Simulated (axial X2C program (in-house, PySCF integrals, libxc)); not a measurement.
**Low determinants of NO at the PBE0 level, two-component**

Calculated with an axial X2C code built on PySCF integrals. Two-component (2c) means X2C with spin–orbit coupling and atomic mean-field two-electron Coulomb and Gaunt terms. Basis: O dyall-av3z [7s6p3d2f], N dyall-av3z [7s7p3d2f] (cores contracted in-house); Gaussian nuclei, density fitting, unrestricted open shells. Masses: O 15.995 u, N 14.003 u.

Search at 1.170 Å (vertical energies from the lowest determinant):

| ΔE (eV) | state | electrons beyond evenly filled partner blocks | electrons in ±ω = 1/2, 3/2, 5/2, 7/2 |
| --- | --- | --- | --- |
| 0.00 | Ω = 1/2 | ω = 1/2 | 13 2 0 0 |
| 0.02 | Ω = 3/2 | ω = 3/2 | 12 3 0 0 |

Lowest determinant, Ω = 1/2 (⟨Sz⟩ = -0.50, ⟨Lz⟩ = 1.00 at PBE0): Re = 1.140 Å, ωe = 2023.8 cm⁻¹.

The determinant in row 2 of the search, Ω = 3/2 (⟨Sz⟩ = 0.50, ⟨Lz⟩ = 1.00 at PBE0), was followed along the bond at PBE0; measured from the minimum of the lowest determinant it gives:

Te = 0.015 eV (124 cm⁻¹), Re = 1.140 Å, ωe = 2023.8 cm⁻¹.

Compare the bond of the determinant in row 2 with that of the lowest one.

At PBE0 its Re is the same within 0.001 Å and its force constant, which goes as ωe², is 1.00 times that of the lowest determinant. T0 ≈ Te + Δωe/2 = 124 + (0) = 124 cm⁻¹.

The search compares states at one distance, so a state with another bond length can lie lower; it is not exhaustive and yields mostly the lowest determinant of each block pattern, so other components and higher states of one pattern are missing. These are energies of single determinants, not of spin-adapted states; PBE0 term energies can be off by some tenths of an eV, and the functional has no current term.
